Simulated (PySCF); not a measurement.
Isomers of C4H7ClO, mass 106.019 u with the commonest isotopes. Level of theory: PBE0/def2-SVPD in PySCF (dipole) on a GFN2-xTB geometry, gas phase. One conformer each, none proved a minimum here; rigid rotors.

Question: Order these by rotational constant C, smallest first.
A. `[Cl:1][C@@H:2]1[CH2:3][CH2:4][O:5][CH2:6]1` with Cl1–C2–C3–C4 -108°, C2–C3–C4–O5 -32°, C3–C4–O5–C6 42°, C4–O5–C6–C2 -34°
B. `[CH3:1][O:2][C@@H:3]1[CH2:4][C@H:5]1[Cl:6]` with C1–O2–C3–C4 155°
C. `[CH3:1][CH2:2][CH2:3][C:4](=[O:5])[Cl:6]` with C1–C2–C3–C4 180°, C2–C3–C4–O5 0°

Answer: C (1143 MHz), B (1368 MHz), A (1739 MHz).

Question: Order these by rotational constant B, largest first.
A. `[CH3:1][CH2:2][CH2:3][C:4](=[O:5])[Cl:6]` with C1–C2–C3–C4 180°, C2–C3–C4–O5 0°
B. `[Cl:1][CH2:2][CH:3]1[CH2:4][O:5][CH2:6]1` with Cl1–C2–C3–C4 -170°
C. `[Cl:1][C@@H:2]1[CH2:3][CH2:4][O:5][CH2:6]1` with Cl1–C2–C3–C4 -108°, C2–C3–C4–O5 -32°, C3–C4–O5–C6 42°, C4–O5–C6–C2 -34°
D. `[CH3:1][O:2][C@@H:3]1[CH2:4][C@H:5]1[Cl:6]` with C1–O2–C3–C4 155°

Answer: C (2028 MHz), D (1636 MHz), B (1502 MHz), A (1334 MHz).

Question: Order these by rotational constant A, largest first.
A. `[Cl:1][CH2:2][CH:3]1[CH2:4][O:5][CH2:6]1` with Cl1–C2–C3–C4 -170°
B. `[CH3:1][O:2][C@@H:3]1[CH2:4][C@H:5]1[Cl:6]` with C1–O2–C3–C4 155°
C. `[Cl:1][C@@H:2]1[CH2:3][CH2:4][O:5][CH2:6]1` with Cl1–C2–C3–C4 -108°, C2–C3–C4–O5 -32°, C3–C4–O5–C6 42°, C4–O5–C6–C2 -34°
D. `[CH3:1][CH2:2][CH2:3][C:4](=[O:5])[Cl:6]` with C1–C2–C3–C4 180°, C2–C3–C4–O5 0°

Answer: A (8238 MHz), D (6929 MHz), C (6090 MHz), B (5862 MHz).

```tsv
SMILES	point group	Ia (u·Å²)	Ib (u·Å²)	Ic (u·Å²)	κ	μa (D)	μb (D)	μc (D)
CO[C@@H]1C[C@H]1Cl	C1	86.21	308.98	369.54	-0.88	1.17	0.13	0.11
Cl[C@@H]1CCOC1	C1	82.98	249.15	290.69	-0.87	0.59	0.89	0.78
ClCC1COC1	C1	61.35	336.38	371.80	-0.96	0.12	1.57	0.47
CCCC(=O)Cl	Cs	72.94	378.74	442.31	-0.93	2.56	1.67	0.00
```
